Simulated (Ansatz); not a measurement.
Reaction (SMILES): C(Cl)Cl → Cl[CH-]Cl + H+
B3LYP-D3(BJ)/def2-TZVP geometries, fixed; electronic energies without zero-point terms.
Largest species:
```xyz
5

C      0.0039     0.0052     0.7673
Cl    -0.0175     1.4825    -0.2263
Cl     0.0153    -1.4855    -0.2061
H     -0.8904    -0.0005     1.3784
H      0.9045     0.0193     1.3690
```

Basis-set convergence of the deprotonation energy at MP2 with Ansatz (an electronic-structure program). Cartesian d functions, on some or all atoms, in 6-31G*, 6-31+G*, 6-311G**, 6-311+G**; all else is spherical. Cores are frozen. No added dispersion term, no relativity. Functions are those of the species that has most. Reference: Hartree-Fock in aug-cc-pV(Q+d)Z plus the correlation part extrapolated as X^-3 from aug-cc-pV(T+d)Z and aug-cc-pV(Q+d)Z, 385.38 kcal/mol, itself unsure by roughly 0.32 kcal/mol (a third of the extrapolation step and of the last Hartree-Fock step). Deviations are taken from unrounded values.

```tsv
basis	functions	deprotonation energy (kcal/mol)
6-31G*	57	397.78
6-31+G*	69	388.49
def2-SVP	60	405.26
def2-SVPD	90	387.77
pcseg-1	60	389.91
aug-pcseg-1	95	384.06
cc-pV(D+d)Z	70	396.11
aug-cc-pV(D+d)Z	105	382.78
6-311G**	84	394.33
6-311+G**	96	391.79
def2-TZVP	117	389.15
def2-TZVPD	147	385.38
pcseg-2	126	393.35
aug-pcseg-2	192	387.63
cc-pV(T+d)Z	136	391.58
aug-cc-pV(T+d)Z	202	386.06
def2-TZVPP	143	391.03
def2-TZVPPD	173	387.25
cc-pV(Q+d)Z	243	388.38
aug-cc-pV(Q+d)Z	350	385.86
pcseg-3	254	388.21
aug-pcseg-3	361	386.81
def2-QZVPP	257	387.62
def2-QZVPPD	287	386.51
```

What the diffuse functions change, pair by pair:
- 6-31G* to 6-31+G*: 12 more functions, deviation 12.40 to 3.11 kcal/mol
- def2-SVP to def2-SVPD: 30 more functions, deviation 19.89 to 2.40 kcal/mol
- pcseg-1 to aug-pcseg-1: 35 more functions, deviation 4.53 to -1.31 kcal/mol
- cc-pV(D+d)Z to aug-cc-pV(D+d)Z: 35 more functions, deviation 10.74 to -2.60 kcal/mol
- 6-311G** to 6-311+G**: 12 more functions, deviation 8.96 to 6.41 kcal/mol
- def2-TZVP to def2-TZVPD: 30 more functions, deviation 3.77 to 0.01 kcal/mol
- pcseg-2 to aug-pcseg-2: 66 more functions, deviation 7.97 to 2.26 kcal/mol
- cc-pV(T+d)Z to aug-cc-pV(T+d)Z: 66 more functions, deviation 6.20 to 0.69 kcal/mol
- def2-TZVPP to def2-TZVPPD: 30 more functions, deviation 5.65 to 1.87 kcal/mol
- cc-pV(Q+d)Z to aug-cc-pV(Q+d)Z: 107 more functions, deviation 3.01 to 0.49 kcal/mol
- pcseg-3 to aug-pcseg-3: 107 more functions, deviation 2.83 to 1.44 kcal/mol
- def2-QZVPP to def2-QZVPPD: 30 more functions, deviation 2.24 to 1.13 kcal/mol

Leaving out the reference's own pair, they bring the value nearer the reference by more than 0.32 kcal/mol in 11 of 11 pairs.
